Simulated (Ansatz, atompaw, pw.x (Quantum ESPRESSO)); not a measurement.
**From atom to crystal: PAW (atompaw) potential for Sn (Z = 50)**

| Property | Result |
| --- | --- |
| Element | tin |
| Generator | atompaw 4.2.0.5 |
| Type | PAW |
| Functional | LDA (PW92) |
| Relativity | scalar-relativistic |
| Frozen core | [Kr] 4d10 |
| Valence charge | 4 |
| Reference configuration | 5s2 5p2 |
| Partial waves | 5s (bound): rc 3.00 bohr; 5s channel at -0.25 Ry: rc 2.10 bohr; 5p (bound): rc 3.00 bohr; 5p channel at 0.1 Ry: rc 3.00 bohr; 5d channel at 0.2 Ry: rc 3.00 bohr; 5d channel at 2.6 Ry: rc 3.00 bohr |
| Local potential | bessel scheme, radius 2.10 bohr |
| Core correction | smooth core density matched at 1.65 bohr |
| Augmentation charge | sinc compensation charge, radius 2.85 bohr; PAW radius 3.00 bohr; waves and projectors: custom rrkj gramschmidtortho |

Atomic tests: cutoffs needed: 6 Ry and 8 Ry (the cutoffs (Ry, on a coarse ladder) from which the occupation-weighted sum of valence levels, in a spherical-Bessel basis at the reference potential, stays within 10 and 1 mRy of its value at 400 Ry); ghost test: no extra level below or beside the all-electron valence levels (s, p, d, f tested) (spherical-Bessel basis up to 400 Ry, 20 bohr box); lowest eigenvalue of the overlap operator: 0.24 (s channel).

Crystal test: diamond Sn in pw.x 7.5, no spin, 8³ k-points, Fermi–Dirac smearing 0.01 Ry, cutoffs 40/400 Ry. The lattice is a test structure that the element need not adopt, and mesh and smearing are coarse.

pw.x input:

```
&control
  calculation='scf', prefix='x', pseudo_dir='./', outdir='./tmp', tstress=.true., disk_io='none'
/
&system
  ibrav=0, nat=2, ntyp=1, ecutwfc=40, ecutrho=400, nbnd=11,
  occupations='smearing', smearing='fd', degauss=0.01
/
&electrons
  conv_thr=1e-09, mixing_beta=0.4, electron_maxstep=70
/
ATOMIC_SPECIES
Sn 1.0 Sn.UPF
CELL_PARAMETERS angstrom
  0.00000000 3.23923063 3.23923063
  3.23923063 0.00000000 3.23923063
  3.23923063 3.23923063 0.00000000
ATOMIC_POSITIONS crystal
Sn 0.0000 0.0000 0.0000
Sn 0.2500 0.2500 0.2500
K_POINTS automatic
8 8 8 0 0 0
```

```bash
pw.x < Sn.scf.in > Sn.scf.out
```

Problem. How does the run end?

Solution. It converges; the pressure is 0.32 GPa against 0.00 GPa from all-electron LAPW. The largest radius (3.00 bohr) exceeds half the bond length (2.65 bohr), so the spheres overlap, which is one possible source of error among others. The log shows:

```
     Exchange-correlation= SLA PW NOGX NOGC
     number of k points=    29  Fermi-Dirac smearing, width (Ry)=  0.0100
     iteration #  1     ecut=    40.00 Ry     beta= 0.40
     total energy              =    -646.27679455 Ry
     estimated scf accuracy    <       0.02682331 Ry
     iteration #  2     ecut=    40.00 Ry     beta= 0.40
     total energy              =    -646.26739286 Ry
     estimated scf accuracy    <       0.00764174 Ry
     iteration #  3     ecut=    40.00 Ry     beta= 0.40
     total energy              =    -646.26805599 Ry
     estimated scf accuracy    <       0.00020919 Ry
     iteration #  4     ecut=    40.00 Ry     beta= 0.40
     total energy              =    -646.26822115 Ry
     estimated scf accuracy    <       0.00001568 Ry
     [... 2 iterations left out ...]
     iteration #  7     ecut=    40.00 Ry     beta= 0.40
     total energy              =    -646.26822278 Ry
     estimated scf accuracy    <       0.00000004 Ry
     iteration #  8     ecut=    40.00 Ry     beta= 0.40
     total energy              =    -646.26822283 Ry
     estimated scf accuracy    <          8.3E-09 Ry
     iteration #  9     ecut=    40.00 Ry     beta= 0.40
     total energy              =    -646.26822283 Ry
     estimated scf accuracy    <          8.5E-09 Ry
     iteration # 10     ecut=    40.00 Ry     beta= 0.40
     the Fermi energy is     3.9143 ev
!    total energy              =    -646.26822283 Ry
     estimated scf accuracy    <          3.8E-10 Ry
     smearing contrib. (-TS)   =      -0.00120629 Ry
     The total energy is F=E-TS. E is the sum of the following terms:
     one-electron contribution =       5.22000334 Ry
     hartree contribution      =       1.05860857 Ry
     xc contribution           =     -27.99484220 Ry
     ewald contribution        =     -14.08023616 Ry
     one-center paw contrib.   =    -610.47055010 Ry
     convergence has been achieved in  10 iterations
          total   stress  (Ry/bohr**3)                   (kbar)     P=        3.24
     Message from routine punch:
     Nothing written, as per user request (disk_io='none')
```
